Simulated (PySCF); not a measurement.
Calculation: B3LYP-D3(BJ)/def2-TZVP (PySCF 2.14.0). Isolated molecules, 0 K electronic values unless said otherwise. One relaxed conformer stands for a flexible species; it need not be the lowest. B3LYP has the VWN-RPA correlation part, as in Gaussian. Delta-SCF ions had no search for a lower state. 

Reference species (SMILES): `S` (neutral, multiplicity 1).

| Item | Value |
|---|---|
| vertical ionisation energy (Delta-SCF) | 10.41 eV |
| HOMO–LUMO gap | 7.52 eV |

Changed species: `OB(O)S` (X = borono; the reference has X = H).

Question: Give the shifts of the vertical ionisation energy (Delta-SCF) and HOMO–LUMO gap.

Answer: the vertical ionisation energy (Delta-SCF) decreases by 0.36 eV, to 10.05 eV; the HOMO–LUMO gap decreases by 0.29 eV, to 7.23 eV.
